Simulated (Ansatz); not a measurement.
System: rock-salt BaTe. Method: Hartree–Fock in Ansatz (plane waves, PAW).

Run with plane-wave cutoff 460 eV, 6×6×6 k mesh, Fermi–Dirac smearing 0.01 eV, scalar-relativistic PAW data made under PBE.

Pressure at four volumes; x = ln(V/49.336 Å³). One pressure is withheld.

```tsv
V (Å³/atom)	x	P (GPa)
46.869	-0.0513	?
47.975	-0.0280	0.737
49.336	0.0000	-0.026
51.803	0.0488	-1.152
```

Task: Pass a parabola P(x) through the three rows shown, estimate the bulk modulus and its pressure derivative near zero pressure, and predict the withheld pressure.

Result: Slopes between the rows: (-0.026 − (0.737))/(0.0000 − (-0.0280)) = -27.25 and (-1.152 − (-0.026))/(0.0488 − (0.0000)) = -23.07 GPa. Their difference over the span 0.0768 is c = 4.18/0.0768 = 54.4 GPa, so P(x) = 0.737 + (-27.25)(x − (-0.0280)) + 54.4 (x − (-0.0280))(x − (0.0000)). At the middle row B = −dP/dx = −[-27.25 + 54.4 × 0.0280] = 25.7 GPa, and B′ = dB/dP = 2c/B = 4.2. At x = -0.0513 the parabola gives 1.437 GPa; the run gives 1.446 GPa. The Birch–Murnaghan fit to the energies at all volumes has B0 = 25.7 GPa and B′ = 4.3.

Note: the cell is over a tenth larger than the published one: the level's own overestimate first of all, though another phase or state, or a fault of the published cell, is possible.

Spin–orbit coupling is not included.

Ansatz is an electronic-structure program.
